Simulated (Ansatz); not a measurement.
**AlO₂+ (quintet): from Hartree-Fock to the top rungs, def2-QZVPP**

The task here is to estimate one member of a computed series from the others.

Computed with Ansatz 0.2.0, Gaussian basis. Level: def2-QZVPP, core rule «outside noble gas», up to 7 orbitals frozen.

Plan: UHF; ROHF; CCSD(T) on UHF.

3 further runs of the same task are left out: 1 that didn't finish, 2 set aside as unsound or not needed. Runs told in other sessions of the task aren't counted.

### The geometry

The geometry is a PBE0/def2-TZVP stationary point (not a proven minimum) of the parent state, kept for this charge and spin.

3 atoms, charge 1, spin multiplicity 5.

Atoms are counted from 1 here; the program's logs count them from 0.

Bond lengths: O1–Al2 1.782 Å, Al2–O3 1.782 Å. Angles: O1–Al2–O3 180.0°.

Set-up of the first run:

in.yaml reads:

```yaml
crystal:
  periodic: [false, false, false]
  atoms:
    - {symbol: O, position_ang: [0.000000, 0.000000, 1.781800]}
    - {symbol: Al, position_ang: [0.000000, 0.000000, 0.000000]}
    - {symbol: O, position_ang: [0.000000, 0.000000, -1.781800]}
basis:
  gaussian: {orbitals: "def2-QZVPP.json"}
total_charge: 1
magnetization: {spin_polarized: true, initial_magnetization: 4}
hamiltonian: {xc: hf}
output: {orbitals: {seedname: orbitals}}
```

Started as:

```
$ ansatz run in.yaml --threads 1 --pin off --events-out ev --progress --plain --max-ram 2393MiB
```

Steps of the session up to this table: UHF; ROHF; CCSD(T) on UHF.

One of the session's tables, all rows but one given; the rest of the session is left out.

| method | from UCCSD(T) (kcal/mol) |
| --- | --- |
| ROHF | +285.92 |
| UHF | +277.19 |
| UMP2 | +27.21 |
| UCCSD | ? |
| UCCSD(T) | 0 |

**Question.** Estimate the row for UCCSD.

The run gave: from UCCSD(T) (kcal/mol): +9.58. In the column «from UCCSD(T) (kcal/mol)» it lies between UCCSD(T) (0) and UMP2 (+27.21).
